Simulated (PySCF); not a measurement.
**AlP: from the state search to spectroscopic constants**

An exercise on one series of results from a longer session: the logs are not shown, and one member is left open.

Method: Al def2-SVPD, P def2-SVPD, no relativity; program: PySCF 2.14.0.

Set-up of the first run:

Settings of the job:

| Item | Value |
| --- | --- |
| atoms | Al, P |
| charge | 0 |
| basis | Al def2-SVPD, P def2-SVPD |
| Hamiltonian | no relativity |
| basis functions | 48 |
| electrons treated | 28 |
| masses in u | 26.9815, 30.9738 |
| levels | PBE0, PBE, r²SCAN, PBEsol, M06-L, r²SCANh, LC-ωPBE, HF, MP2, SCS-MP2, CCSD, CCSD(T) |
| grid | 80 radial by 434 angular points |
| occupations | held fixed by the projection of orbital angular momentum |
| dissociation limit | Al + P, each in its ground configuration |
| starting distance in angstrom | 2.260 |
| values of 2S to try | 0, 2, 4 |

The run is started by

```sh
$ OMP_NUM_THREADS=1 python dia.py task.json out
```

Steps of the session up to this table: Input; First curve: PBE0; Excited determinants; PBE (GGA); r²SCAN (meta-GGA); PBEsol (GGA); M06-L; r²SCANh (hybrid meta-GGA); LC-ωPBE (range-separated hybrid); UHF (mean field); Adding correlation.

One of the session's tables, all rows but one given; the rest of the session is left out.

Energy (eV) from each level's lowest point:

| R (Å) | UHF | UHF-MP2 | UHF-SCS-MP2 | UHF-CCSD | UHF-CCSD(T) |
| --- | --- | --- | --- | --- | --- |
| 2.097 | 0.677 | 0.655 | 0.667 | n/a | n/a |
| 2.194 | 0.298 | 0.285 | 0.295 | 0.294 | 0.299 |
| 2.292 | 0.091 | 0.085 | 0.091 | 0.091 | 0.095 |
| 2.365 | ? | ? | ? | ? | ? |
| 2.438 | 0.000 | 0.000 | 0.000 | 0.000 | 0.000 |
| 2.511 | 0.022 | 0.023 | 0.020 | 0.020 | 0.017 |
| 2.609 | 0.097 | 0.098 | 0.091 | 0.090 | 0.085 |
| 2.731 | 0.242 | 0.242 | 0.230 | 0.226 | 0.217 |
| 2.877 | 0.454 | 0.460 | 0.444 | 0.426 | 0.412 |
| 3.072 | 0.729 | 0.819 | 0.807 | n/a | n/a |

Q: Estimate the row for R (Å) = 2.365 from the others.

Worked estimate for «UHF». A straight line through the neighbours (2.292, 0.091) and (2.438, 0.000) gives 0.091 + (0.000 − 0.091) × (2.365 − 2.292) / (2.438 − 2.292) = 0.045; a parabola fitted to 4 rows on both sides gives 0.016.

The run gave: UHF: 0.019; UHF-MP2: 0.017; UHF-SCS-MP2: 0.020; UHF-CCSD: 0.020; UHF-CCSD(T): 0.022. In «UHF» the line misses by +0.026 and the parabola by -0.003.

Limits of these values: Lowest PBE0 solution found, without spin–orbit coupling: ³Σ⁻ (triplet), unpaired electrons π ↑↑. Warnings in the runs' records: inverted.
